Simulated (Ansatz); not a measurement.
One geometry of (H3Si)2NH (Si₂NH₇), several levels of theory.

```yaml
crystal:
  periodic: [false, false, false]
  atoms:
    - {symbol: Si, position_ang: [-0.480623, 1.018411, 1.091106]}
    - {symbol: H, position_ang: [0.373528, 2.052573, 1.725265]}
    - {symbol: H, position_ang: [-1.325934, 1.628381, 0.041934]}
    - {symbol: H, position_ang: [-1.362831, 0.466674, 2.151576]}
    - {symbol: N, position_ang: [0.500135, -0.189444, 0.332091]}
    - {symbol: Si, position_ang: [0.307364, -0.942880, -1.214529]}
    - {symbol: H, position_ang: [1.616263, -1.042120, -1.906012]}
    - {symbol: H, position_ang: [-0.624073, -0.107471, -2.003148]}
    - {symbol: H, position_ang: [-0.247361, -2.318219, -1.124671]}
    - {symbol: H, position_ang: [1.243522, -0.565895, 0.906407]}
basis:
  gaussian: {orbitals: def2-SVP, initial_orbitals: start.molden}
hamiltonian: {xc: pbe0, dispersion: d4}
scf: {omitted_lower_state_checks: [starts]}
output: {orbitals: {seedname: orbitals}}
```

The file start.molden holds the orbitals of an earlier run on this structure, at another level or in another basis.

```sh
$ ansatz run in.yaml --threads 4 --pin off --events-out ev --progress --plain --max-ram 3916MiB
```

Shortened log:

```
Functional definition: PBE0
970 factors; their error is unknown
mean field evaluation 1: about -17345.1513 eV, gradient 4.6e0 eV
mean field evaluation 2: about -17345.2181 eV, gradient 5.2e-2 eV
mean field evaluation 4: about -17345.3143 eV, gradient 6.1e-5 eV
mean field -17345.31426592 eV, -637.4285421963 hartree, gradient 6.2e-5 eV, S^2 0.000000; 0 other end points of the search recorded, 0 dependent functions left out
reference -17345.31429513 eV, -637.4285432699 hartree; 21, 21 occupied and 64, 64 virtual orbitals, 970 factors
Total energy: -17345.47724889 eV, -637.4345317101 hartree
Checks for a lower state left out: starts
```

It took 0.3 s on 4 threads of AMD EPYC 9R45 on a shared host.

The first input with `gaussian: {orbitals: def2-TZVPD, initial_orbitals: start.molden}`, `hamiltonian: {xc: pbe, dispersion: d4}` (abridged; 0.55 s):

```
Functional definition: PBE
mean field -17350.90899463 eV, -637.6341446840 hartree, gradient 9.1e-6 eV, S^2 0.000000
Total energy: -17351.10257524 eV, -637.6412586402 hartree
Checks for a lower state left out: starts
```

The first input with `gaussian: {orbitals: def2-TZVPD, initial_orbitals: start.molden}`, `hamiltonian: {xc: r2scan, dispersion: d4}` (abridged; 0.95 s):

```
Functional definition: r2SCAN
mean field -17359.03081343 eV, -637.9326160198 hartree, gradient 2.2e-5 eV, S^2 0.000000
Total energy: -17359.07724274 eV, -637.9343222657 hartree
Checks for a lower state left out: starts
```

First input, but with `gaussian: {orbitals: def2-TZVP, initial_orbitals: start.molden}`, `hamiltonian: {xc: {name: B97M-V}}` (abridged; 1.2 s):

```
Functional definition: B97M-V
mean field -17357.10320477 eV, -637.8617777082 hartree, gradient 7.9e-6 eV, S^2 0.000000
Total energy: -17357.10327455 eV, -637.8617802725 hartree
Checks for a lower state left out: starts
```

First input, but with `gaussian: {orbitals: def2-TZVP, initial_orbitals: start.molden}`, `hamiltonian: {xc: pbe, dispersion: d4}` (abridged; 0.4 s):

```
Functional definition: PBE
mean field -17350.87307552 eV, -637.6328246812 hartree, gradient 2.0e-5 eV, S^2 0.000000
Total energy: -17351.06665030 eV, -637.6399384232 hartree
Checks for a lower state left out: starts
```

The first input with `gaussian: {orbitals: def2-TZVP, initial_orbitals: start.molden}`, `hamiltonian: {xc: hf}` (abridged; 0.25 s):

```
Functional definition: HF
mean field -17319.53157607 eV, -636.4810458204 hartree, gradient 1.5e-5 eV, S^2 0.000000
Total energy: -17319.53157607 eV, -636.4810458204 hartree
Checks for a lower state left out: starts
```

First input, but with `gaussian: {orbitals: def2-TZVP, initial_orbitals: start.molden}`, `hamiltonian: {xc: {name: wB97M-V}}` (abridged; 1.4 s):

```
Functional definition: wB97M-V
mean field -17359.19533591 eV, -637.9386621095 hartree, gradient 1.0e-5 eV, S^2 0.000000
Total energy: -17359.19539231 eV, -637.9386641822 hartree
Checks for a lower state left out: starts
```

Geometry: B3LYP-D4/def2-TZVP.
